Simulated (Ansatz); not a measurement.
Geometry optimisation, RKS PBE0/def2-mTZVP (Ansatz 0.2.0).

Input file:

```yaml
crystal:
  periodic: [false, false, false]
  atoms:
    - { symbol: C, position_ang: [-1.6158, -0.7227, 1.0094] }
    - { symbol: C, position_ang: [-0.2175, -0.5898, 0.6441] }
    - { symbol: C, position_ang: [0.3128, 0.1543, -0.3425] }
    - { symbol: C, position_ang: [1.911, 0.0976, -0.5649] }
    - { symbol: "N", position_ang: [-0.3517, 0.9894, -1.182] }
    - { symbol: H, position_ang: [-1.8229, -0.285, 2.0113] }
    - { symbol: H, position_ang: [-0.85306, -0.16054, -0.13043] }
    - { symbol: H, position_ang: [-2.2743, -0.1002, 0.3133] }
    - { symbol: H, position_ang: [0.4344, -1.2022, 1.2961] }
    - { symbol: H, position_ang: [2.2902, 1.0747, -0.3858] }
    - { symbol: H, position_ang: [2.3254, -0.6147, 0.1365] }
    - { symbol: H, position_ang: [2.0647, -0.2273, -1.5703] }
    - { symbol: H, position_ang: [-1.2901, 1.3402, -0.8015] }
    - { symbol: H, position_ang: [0.1773, 1.7789, -1.5082] }
basis:
  gaussian: { orbitals: def2-mTZVP }
hamiltonian:
  xc: pbe0
relax:
  f_tol: 0.02
  max_steps: 50
output:
  orbitals: {}
```

Run as:

```bash
$ ansatz run input.yaml --threads 2 --pin off --max-ram 3072MiB --backend cpu --events-out ev --progress --plain --runs-dir out
```

Q: Where does it end, and by what steps?

A: The run converged. After 36 steps the energy has fallen by 7.660 eV; H13 moved furthest, 1.74 Å. Parted: C3–H7, N5–H13. Joined: C1–H13.

| step | energy less start (eV) | largest force component (eV/Å) | accepted |
| --- | --- | --- | --- |
| 0 | 0.0000 | 6.998 | yes |
| 2 | -1.6541 | 1.053 | yes |
| 4 | -2.2442 | 0.899 | yes |
| 6 | -3.0931 | 1.247 | yes |
| 8 | -3.7720 | 0.832 | yes |
| 10 | -4.2074 | 0.872 | yes |
| 12 | -4.3063 | 0.432 | yes |
| 14 | -4.4286 | 1.510 | yes |
| 16 | -4.9192 | 1.143 | yes |
| 18 | -6.0297 | 2.187 | yes |
| 20 | -7.2192 | 1.429 | yes |
| 22 | -7.4230 | 1.066 | yes |
| 24 | -7.5634 | 0.270 | yes |
| 26 | -7.6338 | 0.098 | yes |
| 28 | -7.6447 | 0.044 | yes |
| 30 | -7.6519 | 0.207 | yes |
| 32 | -7.6589 | 0.054 | yes |
| 34 | -7.6599 | 0.054 | yes |
| 36 | -7.6603 | 0.019 | yes |

```xyz
14
Properties=species:S:1:pos:R:3
C -1.752 -0.043 0.696
C -0.327 -0.475 0.423
C 0.463 0.462 -0.451
C 1.891 0.060 -0.698
N -0.094 1.506 -0.912
H -1.778 0.930 1.190
H -0.310 -1.466 -0.048
H -2.258 -0.771 1.335
H 0.223 -0.604 1.364
H 2.450 0.031 0.243
H 1.944 -0.946 -1.125
H 2.394 0.752 -1.376
H -2.317 0.056 -0.232
H 0.562 2.041 -1.485
```

Run time: 2.2 min on 2 threads of Arm Neoverse V1, on a shared host, peak memory 0.27 GiB.
